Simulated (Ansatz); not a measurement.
Reaction: C2H3F (SMILES C=CF) → C2H2F (SMILES C=[C]F, doublet) + H (doublet) (the C-H bond breaks)
Each species at its own B3LYP-D3(BJ)/def2-TZVP minimum (Ansatz, a program for electronic structure).

Total energies in hartree (Ansatz). UHF or UKS for unpaired electrons; spin-orbit terms are left out. Correlated methods leave the cores frozen. No relativity. Where a partner has so few electrons that a lower coupled-cluster level is exact, that level stands in. The UHF reference of C2H2F (C=[C]F, doublet) is spin-contaminated (<S^2> up to 0.18 over the pure value in the sets run).

```csv
species,HF/cc-pVTZ,CCSD(T)/cc-pVTZ,HF/cc-pVQZ,CCSD(T)/cc-pVQZ,CCSD(T)/cc-pVDZ,CCSDT(Q)/cc-pVDZ
"1: C2H3F (fluoroethene, SMILES C=CF)",-176.95362,-177.57071,-176.96725,-177.62568,-177.38740,-177.38921
"2: C2H2F (SMILES C=[C]F, doublet)",-176.30673,-176.88275,-176.32016,-176.93599,-176.70669,-176.70917
3: H (doublet),-0.49981,-0.49981,-0.49995,-0.49995,-0.49928,-0.49928
```

Task: Work out the bond dissociation energy (electronic) in kJ/mol: take Hartree-Fock from cc-pVQZ, extrapolate the CCSD(T) correlation energy as X^-3 (X = 3, 4), and add CCSDT(Q) - CCSD(T) in cc-pVDZ. 1 hartree = 2625.5 kJ/mol.

Result: 
Species 1: correlation (64·(-0.65843) - 27·(-0.61709))/37 = -0.68860; step -0.00181; E1 = -176.96725 + (-0.68860) + (-0.00181) = -177.65766
Species 2: correlation (64·(-0.61583) - 27·(-0.57602))/37 = -0.64488; step -0.00248; E2 = -176.32016 + (-0.64488) + (-0.00248) = -176.96752
Species 3: correlation (64·(0.00000) - 27·(0.00000))/37 = 0.00000; step +0.00000; E3 = -0.49995 + (0.00000) + (+0.00000) = -0.49995
-1·E1 +1·E2 +1·E3 = 0.19019 hartree = 499.3 kJ/mol.
